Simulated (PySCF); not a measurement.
Method: ωB97X-D3(BJ)/def2-TZVP // PBE0-D3(BJ)/def2-TZVP (PySCF). All species are isolated molecules in the gas phase. 

Reference species (SMILES): `C=[SiH]` (neutral, multiplicity 2).

```yaml
dipole_moment: 0.79 D
```

Changed species: `[CH2]C` (radical fragment; the reference has radical fragment).

Give the shifts of the dipole moment.

the dipole moment falls by 0.48 D, to 0.31 D.
